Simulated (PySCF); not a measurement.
CF₂, optimised at B3LYP/6-31G*:

```xyz
3

C      0.0314     0.0340     0.0778
F      0.4738     0.1849    -1.1487
F     -0.7261    -1.0361     0.0160
```

Energies from PySCF (xtb for GFN2), thermal terms from the rigid-rotor harmonic-oscillator model, ideal gas at 1 bar. 6-31G* has spherical d functions here. All species are closed-shell singlets. B3LYP is the form with VWN-RPA correlation.

Problem. List the harmonic frequencies (cm⁻¹, unscaled) at this level and at the other levels, each on its own geometry.

Solution. 
- B3LYP/6-31G*: 657, 1147, 1252
- GFN2-xTB: 588, 1132, 1294
- HF/6-31G*: 726, 1295, 1389
- PBE/def2-SVP: 655, 1129, 1215
- PBE0/def2-TZVP: 681, 1159, 1261
